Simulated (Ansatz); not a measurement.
# C₃H₄S: small, medium and large basis sets

How large a basis does C₃H₄S need? Two functionals are run in growing sets.

Computed with Ansatz 0.2.0, Gaussian basis. Level: one geometry, several basis sets.

Plan: PBE0-D4/def2-SVP; ωB97M-V/def2-SVP; PBE0-D4/def2-QZVPP; ωB97M-V/def2-QZVPP; the functionals' def2-TZVPP values are taken from earlier runs.

## (1) The geometry

All runs share one geometry, relaxed beforehand with PBE0-D4 in a triple-zeta def2 set.

SMILES `C=C=CS`, 8 atoms, charge 0, spin multiplicity 1.

Atoms are counted from 1 here; the program's logs count them from 0.

Bond lengths: C1–C2 1.300 Å, C1–H5 1.087 Å, C1–H6 1.087 Å, C2–C3 1.300 Å, C3–S4 1.760 Å, C3–H7 1.086 Å, S4–H8 1.342 Å. Angles: C2–C1–H5 121.4°, C2–C1–H6 121.4°, H5–C1–H6 117.2°, C1–C2–C3 179.6°, C2–C3–S4 126.8°, C2–C3–H7 120.6°, S4–C3–H7 112.6°, C3–S4–H8 96.5°.

## (2) PBE0-D4 in def2-SVP

in.yaml

```yaml
crystal:
  periodic: [false, false, false]
  atoms:
    - {symbol: C, position_ang: [-0.561512, 1.376158, -0.478204]}
    - {symbol: C, position_ang: [0.171717, 0.377138, -0.084583]}
    - {symbol: C, position_ang: [0.896571, -0.627309, 0.309122]}
    - {symbol: S, position_ang: [0.335406, -2.258149, 0.658224]}
    - {symbol: H, position_ang: [-0.730995, 1.572678, -1.533269]}
    - {symbol: H, position_ang: [-1.025958, 2.052598, 0.234002]}
    - {symbol: H, position_ang: [1.966242, -0.513364, 0.456697]}
    - {symbol: H, position_ang: [-0.959271, -2.036749, 0.382010]}
basis:
  gaussian: {orbitals: def2-SVP}
hamiltonian: {xc: pbe0, dispersion: d4}
output: {orbitals: {seedname: orbitals}}
```

Run with:

```bash
$ ansatz run in.yaml --threads 2 --pin off --events-out ev --progress --plain --max-ram 4352MiB
```

Log:

```text
Functional definition: PBE0
  name "PBE0"
  cite "Adamo & Barone, J. Chem. Phys. 110, 6158 (1999) doi:10.1063/1.478522"
  cite "Perdew, Burke & Ernzerhof, Phys. Rev. Lett. 77, 3865 (1996) doi:10.1103/PhysRevLett.77.3865"
  parent pbe
  parameter a = 0.25
  parameter kappa = 0.804
  parameter beta = 0.06672455060314922
  exchange = (1 - a)*pbe_x(kappa = kappa, mu = beta*pi^2/3) + a*exact_x
  correlation = pbe_c(beta = beta)
914 factors; their error is unknown
mean field evaluation 1: about -13991.3020 eV, gradient 4.1e1 eV
mean field evaluation 2: about -13989.6799 eV, gradient 4.7e1 eV
mean field evaluation 4: about -13996.1161 eV, gradient 4.1e0 eV
mean field evaluation 8: about -13996.1560 eV, gradient 7.2e-2 eV
mean field evaluation 16: about -13996.2071 eV, gradient 5.7e-5 eV
mean field -13996.20706382 eV, -514.3511226254 hartree, gradient 5.7e-5 eV, S^2 0.000000; 0 other end points of the search recorded, 0 dependent functions left out
reference -13996.20708624 eV, -514.3511234494 hartree; 19, 19 occupied and 61, 61 virtual orbitals, 914 factors
Total energy: -13996.33244654 eV, -514.3557303553 hartree
```

It took 0.85 s on 2 threads of Arm Neoverse V2, shared host.

## (3) ωB97M-V in def2-SVP

in.yaml, as its differences from that of step 2:

```diff
@@ -13,3 +13,3 @@
   gaussian: {orbitals: def2-SVP}
-hamiltonian: {xc: pbe0, dispersion: d4}
+hamiltonian: {xc: {name: wB97M-V}}
 output: {orbitals: {seedname: orbitals}}
```

Same command.

Log, cut to the lines that bear on the results:

```text
Functional definition: wB97M-V
  name "wB97M-V"
  cite "Mardirossian & Head-Gordon, J. Chem. Phys. 144, 214110 (2016) doi:10.1063/1.4952647"
  cite "Becke, J. Chem. Phys. 107, 8554 (1997) doi:10.1063/1.475007"
  cite "Vydrov & Van Voorhis, J. Chem. Phys. 133, 244103 (2010) doi:10.1063/1.3521275"
  # Of w^i u^j: cxij and so on, Table III.
[...]
  gx(w, u) = 1 - cx + cx01*u + cx10*w
  gss(w, u) = css00 + css04*u^4 + css10*w + css20*w^2 + css43*w^4*u^3
  gos(w, u) = cos00 + cos10*w + (cos20 + cos21*u)*w^2 + (cos60 + cos61*u)*w^6
[...]
      + integral(e_c_pw_mod_opposite_spin*gos(b97_w_opposite, b97_u_opposite)) + vv10(b, c)
911 factors; their error is unknown
221 factors; integrals over basis functions are off by at most 1.1e-5 eV
[...]
mean field -14001.68591154 eV, -514.5524665654 hartree, gradient 6.3e-5 eV, S^2 0.000000; 0 other end points of the search recorded, 0 dependent functions left out
reference -14001.68594643 eV, -514.5524678478 hartree; 19, 19 occupied and 61, 61 virtual orbitals, 911 factors
Total energy: -14001.68594643 eV, -514.5524678478 hartree
```

It took 3 s on 2 threads of Arm Neoverse V2, shared host.

## (4) PBE0-D4 in def2-QZVPP

in.yaml, as its differences from that of step 3:

```diff
@@ -12,4 +12,4 @@
 basis:
-  gaussian: {orbitals: def2-SVP}
-hamiltonian: {xc: {name: wB97M-V}}
+  gaussian: {orbitals: "def2-QZVPP.json"}
+hamiltonian: {xc: pbe0, dispersion: d4}
 output: {orbitals: {seedname: orbitals}}
```

Launched as before.

Log:

```text
Functional definition: PBE0
  name "PBE0"
  cite "Adamo & Barone, J. Chem. Phys. 110, 6158 (1999) doi:10.1063/1.478522"
  cite "Perdew, Burke & Ernzerhof, Phys. Rev. Lett. 77, 3865 (1996) doi:10.1103/PhysRevLett.77.3865"
  parent pbe
  parameter a = 0.25
  parameter kappa = 0.804
  parameter beta = 0.06672455060314922
  exchange = (1 - a)*pbe_x(kappa = kappa, mu = beta*pi^2/3) + a*exact_x
  correlation = pbe_c(beta = beta)
1137 factors; their error is unknown
mean field evaluation 1: about -13995.7365 eV, gradient 5.7e1 eV
mean field evaluation 2: about -13988.2426 eV, gradient 7.5e1 eV
mean field evaluation 4: about -14003.8362 eV, gradient 8.3e0 eV
mean field evaluation 8: about -14003.9853 eV, gradient 2.5e-1 eV
mean field evaluation 16: about -14003.9988 eV, gradient 1.4e-4 eV
mean field -14003.99884948 eV, -514.6374654669 hartree, gradient 3.3e-5 eV, S^2 0.000000; 0 other end points of the search recorded, 0 dependent functions left out
reference -14003.99888441 eV, -514.6374667505 hartree; 19, 19 occupied and 342, 342 virtual orbitals, 1137 factors
Total energy: -14004.12424470 eV, -514.6420736564 hartree
```

It took 6 s on 2 threads of Arm Neoverse V2, shared host; peak memory 0.84 GiB.

## (5) ωB97M-V in def2-QZVPP

in.yaml, as its differences from that of step 4:

```diff
@@ -13,3 +13,3 @@
   gaussian: {orbitals: "def2-QZVPP.json"}
-hamiltonian: {xc: pbe0, dispersion: d4}
+hamiltonian: {xc: {name: wB97M-V}}
 output: {orbitals: {seedname: orbitals}}
```

Same command.

Log, cut to the lines that bear on the results:

```text
Functional definition: wB97M-V
  name "wB97M-V"
  cite "Mardirossian & Head-Gordon, J. Chem. Phys. 144, 214110 (2016) doi:10.1063/1.4952647"
  cite "Becke, J. Chem. Phys. 107, 8554 (1997) doi:10.1063/1.475007"
  cite "Vydrov & Van Voorhis, J. Chem. Phys. 133, 244103 (2010) doi:10.1063/1.3521275"
  # Of w^i u^j: cxij and so on, Table III.
[...]
  gx(w, u) = 1 - cx + cx01*u + cx10*w
  gss(w, u) = css00 + css04*u^4 + css10*w + css20*w^2 + css43*w^4*u^3
  gos(w, u) = cos00 + cos10*w + (cos20 + cos21*u)*w^2 + (cos60 + cos61*u)*w^6
[...]
      + integral(e_c_pw_mod_opposite_spin*gos(b97_w_opposite, b97_u_opposite)) + vv10(b, c)
1109 factors; their error is unknown
273 factors; integrals over basis functions are off by at most 1.7e-5 eV
[...]
mean field -14009.60533054 eV, -514.8434998459 hartree, gradient 8.2e-5 eV, S^2 0.000000; 0 other end points of the search recorded, 0 dependent functions left out
reference -14009.60538415 eV, -514.8435018161 hartree; 19, 19 occupied and 342, 342 virtual orbitals, 1109 factors
Total energy: -14009.60538415 eV, -514.8435018161 hartree
```

Wall time 15 s (2 threads of Arm Neoverse V2, shared host); peak memory 1 GiB.

## (6) Density functionals: the series

The def2-TZVPP values come from earlier runs at the same geometry.

| functional | basis | functions | energy (eV) | from the largest (eV) | HOMO (eV) | LUMO (eV) |
| --- | --- | --- | --- | --- | --- | --- |
| PBE0-D4 | def2-SVP | 80 | -13996.3324 | 7.792 | -6.32 | -0.09 |
| PBE0-D4 | def2-TZVPP | 191 | -14003.6223 | 0.502 | -6.43 | -0.32 |
| PBE0-D4 | def2-QZVPP | 361 | -14004.1242 | 0.000 | -6.46 | -0.40 |
| ωB97M-V | def2-SVP | 80 | -14001.6859 | 7.919 | -8.40 | 2.13 |
| ωB97M-V | def2-TZVPP | 191 | -14009.1309 | 0.474 | -8.54 | 1.79 |
| ωB97M-V | def2-QZVPP | 361 | -14009.6054 | 0.000 | -8.57 | 1.57 |

## (7) Outcome

| quantity | value |
| --- | --- |
| PBE0-D4: double and triple zeta above quadruple | 7.79, 0.50 eV |
| ωB97M-V: double and triple zeta above quadruple | 7.92, 0.47 eV |

What this shows: PBE0-D4 gains 7.29 eV from double to triple zeta, then 0.50 eV more. Total energies overstate the basis error of differences, where much of it tends to cancel. The LUMO of ωB97M-V is positive and keeps falling with the basis (2.13 to 1.57 eV): an unbound level that the basis holds in place.

For PBE0-D4 the largest set took about 7 times as long as the smallest (6 s against 0.85 s).
